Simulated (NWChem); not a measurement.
System: C₄H₉, doublet; SMILES C[C](C)C

NWChem input:

```
start job
memory heap 200 mb stack 900 mb global 1100 mb
geometry units angstroms noautosym nocenter noautoz
  C      1.431007     0.385221     0.005009
  C      0.000193     0.000093    -0.152305
  C     -1.048579     1.046775     0.005488
  C     -0.381817    -1.431529     0.005464
  H      1.724536     0.465793     1.074211
  H      1.644500     1.366407    -0.449568
  H      2.108297    -0.357640    -0.447031
  H     -1.262956     1.262232     1.074820
  H     -2.005930     0.740353    -0.446722
  H     -0.744871     2.004140    -0.448552
  H     -0.459874    -1.725462     1.074748
  H     -1.363406    -1.646922    -0.447329
  H      0.361563    -2.107249    -0.448102
end
basis spherical
  * library 6-31g*
end
dft
  odft
  mult 2
  xc m06-2x
  iterations 150
end
cosmo
  do_cosmo_smd true
  solvent water
end
task dft energy
```

Parts of the log:

```
             Northwest Computational Chemistry Package (NWChem) 7.3.0
             --------------------------------------------------------

                             Geometry "geometry" -> ""
                             -------------------------

 Output coordinates in angstroms (scale by  1.889725989 to convert to a.u.)

  No.       Tag          Charge          X              Y              Z
 ---- ---------------- ---------- -------------- -------------- --------------
    1 C                    6.0000     1.43100700     0.38522100     0.00500900
    2 C                    6.0000     0.00019300     0.00009300    -0.15230500
    3 C                    6.0000    -1.04857900     1.04677500     0.00548800
    4 C                    6.0000    -0.38181700    -1.43152900     0.00546400
    5 H                    1.0000     1.72453600     0.46579300     1.07421100
    6 H                    1.0000     1.64450000     1.36640700    -0.44956800
    7 H                    1.0000     2.10829700    -0.35764000    -0.44703100
    8 H                    1.0000    -1.26295600     1.26223200     1.07482000
    9 H                    1.0000    -2.00593000     0.74035300    -0.44672200
   10 H                    1.0000    -0.74487100     2.00414000    -0.44855200
   11 H                    1.0000    -0.45987400    -1.72546200     1.07474800
   12 H                    1.0000    -1.36340600    -1.64692200    -0.44732900
   13 H                    1.0000     0.36156300    -2.10724900    -0.44810200

 Effective nuclear repulsion energy (a.u.)     125.2012733363

                                 NWChem DFT Module
                                 -----------------

 Summary of "ao basis" -> "ao basis" (spherical)
 ------------------------------------------------------------------------------
       Tag                 Description            Shells   Functions and Types
 ---------------- ------------------------------  ------  ---------------------
 C                           6-31g*                  6       14   3s2p1d
 H                           6-31g*                  2        2   2s

 in cosmo_initialize ...
 calling solv_data for solv:h2o

 solvent parameters
 solvname_short: h2o
 solvname_long:  water
 dielec:       78.4000
 dielecinf:     1.7769
 aqueous SMD model solvent descriptors
 dielec:       78.4000
 sola:          0.8200

[...]

                                COSMO-SMD solvation results
                                ---------------------------

             internal energy in gas <Psi(g)|H|Psi(g)> =      -157.695352788616
         internal energy in solvent <Psi(s)|H|Psi(s)> =      -157.695207487547
                               delta internal energy  =         0.000145301068 (    0.09 kcal/mol)
   total free energy in solvent <Psi(s)|H+V/2|Psi(s)> =      -157.697059905590
 polarization energy contribution <Psi(s)|V/2|Psi(s)> =        -0.001852418043 (   -1.16 kcal/mol)
    total free energy in solvent including G(SMD-CDS) =      -157.692229866486
                       G(SMD-CDS) energy contribution =         0.004830039104 (    3.03 kcal/mol)
     1 M fixed-concentration free energy of solvation =         0.003122922129 (    1.96 kcal/mol)

                    DFT Final Alpha Molecular Orbital Analysis
                    ------------------------------------------

 Vector   15  Occ=1.000000D+00  E=-4.001435D-01
              MO Center= -7.7D-02,  3.3D-02, -1.4D-01, r^2= 3.1D+00
   Bfn.  Coefficient  Atom+Function         Bfn.  Coefficient  Atom+Function
  ----- ------------  ---------------      ----- ------------  ---------------
    17     -0.281103   2 C  px                3      0.274049   1 C  px
    46      0.198238   4 C  py               18     -0.189932   2 C  py
    45      0.190280   4 C  px               31      0.183519   3 C  px
     7      0.145227   1 C  px                4      0.141927   1 C  py
    72     -0.140695  12 H  s                66     -0.139771   9 H  s

 Vector   16  Occ=1.000000D+00  E=-4.001364D-01
              MO Center=  7.7D-02, -3.3D-02, -1.4D-01, r^2= 3.1D+00
   Bfn.  Coefficient  Atom+Function         Bfn.  Coefficient  Atom+Function
  ----- ------------  ---------------      ----- ------------  ---------------
    18      0.281101   2 C  py               32     -0.248530   3 C  py
    46     -0.241527   4 C  py               31      0.194213   3 C  px
    17     -0.189968   2 C  px                4     -0.157783   1 C  py
     3      0.149924   1 C  px               62      0.145346   7 H  s
    74      0.145845  13 H  s                61      0.141877   7 H  s

 Vector   17  Occ=1.000000D+00  E=-2.180090D-01
              MO Center=  2.0D-04,  3.6D-04, -2.8D-02, r^2= 2.4D+00
   Bfn.  Coefficient  Atom+Function         Bfn.  Coefficient  Atom+Function
  ----- ------------  ---------------      ----- ------------  ---------------
    19      0.553108   2 C  pz               23      0.505472   2 C  pz
    58     -0.229955   5 H  s                64     -0.230120   8 H  s
    70     -0.229985  11 H  s                20     -0.164364   2 C  s
    57     -0.125641   5 H  s                63     -0.125667   8 H  s
    69     -0.125667  11 H  s                60      0.091049   6 H  s

 Vector   18  Occ=0.000000D+00  E= 1.352706D-01
              MO Center=  1.9D-04,  1.8D-04, -3.7D-02, r^2= 6.8D+00
   Bfn.  Coefficient  Atom+Function         Bfn.  Coefficient  Atom+Function
  ----- ------------  ---------------      ----- ------------  ---------------
     6      1.143599   1 C  s                34      1.143857   3 C  s
    48      1.143616   4 C  s                60     -0.650857   6 H  s
    62     -0.650977   7 H  s                66     -0.650728   9 H  s
    68     -0.650606  10 H  s                72     -0.650955  12 H  s
    74     -0.650848  13 H  s                58     -0.537996   5 H  s

[...]
```

Level: M06-2X/6-31G* (spherical d), spin-unrestricted, SMD on the gas-phase geometry. Coordinates come from a PBE0/def2-SVP, spin-unrestricted optimisation. No frequency run checked for a minimum. No stability test was run on the SCF state. Solvent: water.
